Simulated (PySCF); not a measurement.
# How the method changes the constants of SiH⁺

State: ¹Σ⁺ (singlet), closed shell. Set-up: Si jorge-DZP-DKH, H jorge-DZP-DKH; spin-free X2C with a Gaussian nucleus (PySCF 2.14). De refers to Si⁺ + H in their high-spin ground configurations, without counterpoise correction. A positive dipole points towards H; it is taken about the centre of mass and depends on that origin.

```json
{"Level": "RHF", "Re (Å)": "1.508", "ωe (cm⁻¹)": "2252", "De (eV)": "2.33", "μ (D)": "0.58"}
{"Level": "RHF-MP2", "Re (Å)": "1.512", "ωe (cm⁻¹)": "2203", "De (eV)": "2.95", "μ (D)": "n/a"}
{"Level": "RHF-SCS-MP2", "Re (Å)": "1.512", "ωe (cm⁻¹)": "2196", "De (eV)": "3.05", "μ (D)": "n/a"}
{"Level": "RHF-CCSD", "Re (Å)": "1.518", "ωe (cm⁻¹)": "2143", "De (eV)": "3.10", "μ (D)": "n/a"}
{"Level": "RHF-CCSD(T)", "Re (Å)": "1.519", "ωe (cm⁻¹)": "2133", "De (eV)": "3.11", "μ (D)": "n/a"}
{"Level": "LDA", "Re (Å)": "1.553", "ωe (cm⁻¹)": "2010", "De (eV)": "3.58", "μ (D)": "0.49"}
{"Level": "PBE", "Re (Å)": "1.548", "ωe (cm⁻¹)": "2028", "De (eV)": "3.18", "μ (D)": "0.44"}
{"Level": "revPBE", "Re (Å)": "1.548", "ωe (cm⁻¹)": "2031", "De (eV)": "3.14", "μ (D)": "0.44"}
{"Level": "PW91", "Re (Å)": "1.545", "ωe (cm⁻¹)": "2035", "De (eV)": "3.20", "μ (D)": "0.44"}
{"Level": "r²SCAN", "Re (Å)": "1.530", "ωe (cm⁻¹)": "2097", "De (eV)": "3.17", "μ (D)": "0.50"}
{"Level": "PBE0", "Re (Å)": "1.532", "ωe (cm⁻¹)": "2112", "De (eV)": "3.15", "μ (D)": "0.49"}
{"Level": "CAM-B3LYP", "Re (Å)": "1.525", "ωe (cm⁻¹)": "2130", "De (eV)": "3.23", "μ (D)": "0.47"}
```

The bond length runs from 1.508 Å (RHF) to 1.553 Å (LDA). De spans 2.33 eV (RHF, mean field) to 3.58 eV (LDA, local density). Correlation at CCSD(T) changes the Hartree–Fock bond energy by +0.78 eV; the triples alone change it by +0.01 eV.

Correlated steps freeze 5 core orbitals. Correlated levels converge slowly with the basis: in double zeta they bind strong bonds too weakly, by up to about 1 eV, and carry superposition errors of some tenths. For an ion De counts to the pair picked by the measured ionisation energies or electron affinities, which need not be the lowest pair at this level. Where the molecule has an RHF reference, its open-shell atoms are computed with UHF.

The whole job (state search and all levels along the bond) took about 0.33 min on 1 thread of Intel Xeon 6975P-C (shared host), peak memory 0.36 GiB.
